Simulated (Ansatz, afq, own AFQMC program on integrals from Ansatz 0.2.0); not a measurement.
Two steps: Ansatz 0.2.0 writes the Fock matrix and Cholesky factors of the valence space, and afq projects on them the lowest state that overlaps trial and start.

```yaml
crystal:
  periodic: [false, false, false]
  atoms:
    - {symbol: As, position_ang: [0.000000, 0.000000, 0.000000]}
basis:
  gaussian: {orbitals: cc-pVTZ}
magnetization: {spin_polarized: true, initial_magnetization: 3}
correlation: {method: ccsd_t, electrons: outside_noble_gas, hamiltonian_folder: ham}
```

```sh
$ ansatz run in.yaml --threads 1 --pin off --events-out ev --progress --plain --max-ram 24576MiB --backend cuda --devices 0, --max-vram 18GiB
```

afq runs on the folder ham with

```
--method phaseless --trial hf --walkers 4000 --populations 20 --least-time 40 --time-step 0.005 --steps-per-block 20 --equilibration-blocks 112 --max-blocks 4000 --target-error 0.00042 --factor-cut 1e-05 --start spin_pure --seed 2845 --taylor-order 6
```

Times are imaginary, in 1/Eh. The walk had a cap of 49 s. With eight or more populations the least sampling time is a fifth of least-time, and the error comes from their spread. Filled inner d shells are frozen with the cores.

Log:

```
orbitals 29  electrons 4 1  factors 209 of 283
reference energy -2234.23713607 Eh
CCSD correlation -0.08578427 Eh in 8 cycles, weight of the determinant in the CISD state 0.9465
energy of the start -2234.237138 Eh
 block  time / (1/Eh)  mean weight  energy / Eh
     1     0.100  1.0004  -2234.251850
     2     0.200  1.0004  -2234.263279
     3     0.300  1.0004  -2234.272400
     4     0.400  1.0004  -2234.280268
     5     0.500  1.0003  -2234.287177
    10     1.000  1.0003  -2234.305916
    25     2.500  1.0001  -2234.323321
    37     3.700  0.9999  -2234.325277
    67     6.700  1.0000  -2234.326536
    97     9.700  1.0000  -2234.329323
   127    12.700  1.0000  -2234.324179
   157    15.700  1.0001  -2234.327562
   187    18.700  0.9999  -2234.326253
   217    21.700  1.0000  -2234.325698
   235    23.500  0.9999  -2234.329519
   247    24.700  1.0001  -2234.327426
error from the spread of 20 populations
energy -2234.326201 +/- 0.000420 Eh
(rows thinned)
```

The run passed its tests (sampling time, drift between the halves within three errors, error under three times the target), which doesn't prove that it has relaxed.

Against this walk (error 11.4 meV) on the same determinant: CCSD(T) 11.9 meV higher (within the noise), CCSDT(Q) 5.8 meV lower (within the noise), CCSDTQ 6.1 meV lower (within the noise), full CI 6.1 meV lower (within the noise), a separate phaseless walk with a CISD trial and standard settings 5.5 ± 11.5 meV lower (within the noise). The error is statistical and leaves out the bias of the constraint.

Cautions: constraint bias not in the error; no relativity below Rb; no spin-orbit coupling; inner d shell frozen.

The walk took 21 s on 1 × NVIDIA H100 80GB HBM3 with 1 thread of AMD EPYC 7R13 Processor (Zen 3), with other jobs on the host (the card was shared). The log's last line is the phaseless energy.

CCSDT and higher add their correlation energy to the determinant of the CCSD(T) run, since their own runs factorise the integrals more tightly (a shift of under 2 meV). A walk keeps the symmetry of its determinant, which the program's search chose and which needn't be the lowest solution, so a lower state of the same spin and another symmetry isn't excluded.
